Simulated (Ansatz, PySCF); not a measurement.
The pair A = CH4 (SMILES C) (first 5 atoms), B = C2H6 (SMILES CC); geometry from A24 set.
(charge 0, multiplicity 1):
```xyz
13

C      0.00000    -0.06374     2.42054
H      0.00000     1.02169     2.34238
H      0.88828    -0.46132     1.93307
H     -0.88828    -0.46132     1.93307
H      0.00000    -0.35364     3.46945
C      0.00000     0.78134    -1.13544
H      0.00000     1.37465    -2.05114
H     -0.88043     1.06311    -0.55581
C      0.00000    -0.71333    -1.44724
H      0.88043     1.06311    -0.55581
H      0.00000    -1.30642    -0.53141
H     -0.88100    -0.99533    -2.02587
H      0.88100    -0.99533    -2.02587
```

Frozen-core correlation. Rows in 6-31G* carry no dispersion term and start afresh at each structure (6-31G* with six Cartesian d functions).

Run with Ansatz (a first-principles code) with Gaussian orbitals; PySCF for 6-31G* rows. 

Total energies (hartree), monomers frozen at their geometry in the pair:

```tsv
structure	HF/6-31G*	HF/aug-cc-pVDZ	MP2/aug-cc-pVDZ
AB	-119.4228116	-119.4361342	-119.9204010
A in the pair's basis	-40.1952388	-40.1998711	-40.3681443
B in the pair's basis	-79.2287298	-79.2374161	-79.5512746
A	-40.1951104	-40.1996293	-40.3674746
B	-79.2286304	-79.2372767	-79.5507020
```

### Question
Work out the interaction energy without and with the counterpoise correction, and the superposition error, for each level.

### Answer

E(AB) − E(A) − E(B), times 627.509 kcal/mol, with the monomers in their own basis and then in the pair's basis:
- HF/6-31G*: 0.58 uncorrected, 0.73 corrected; the monomers gain 0.14 kcal/mol from borrowed functions
- HF/aug-cc-pVDZ: 0.48 uncorrected, 0.72 corrected; the monomers gain 0.24 kcal/mol from borrowed functions
- MP2/aug-cc-pVDZ: -1.40 uncorrected, -0.62 corrected; the monomers gain 0.78 kcal/mol from borrowed functions
